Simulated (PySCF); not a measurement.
Acid–base and redox partners of C1=CC1. Isolated molecules, 0 K electronic values unless said otherwise. Strings in code marks are SMILES.

Quantity: vertical ionisation energy (energy after one electron is removed minus that of the parent at the parent's geometry), in eV.

Case: `C1=CC1`. Geometry of `C1=CC1` (neutral, multiplicity 1, Å):

```xyz
7

C     -0.6108    -0.6316    -0.0027
C     -0.5854     0.6549    -0.0191
C      0.7621    -0.0149     0.0143
H     -1.1706    -1.5492    -0.0012
H     -1.1086     1.5936    -0.0406
H      1.3409    -0.0146     0.9365
H      1.3741    -0.0384    -0.8860
```

### Question
Estimate the vertical ionisation energy (energy after one electron is removed minus that of the parent at the parent's geometry) that PBE-D3(BJ)/def2-TZVP // B3LYP-D3(BJ)/def2-TZVP (PySCF) returns for this input.

### Answer
9.73 eV.
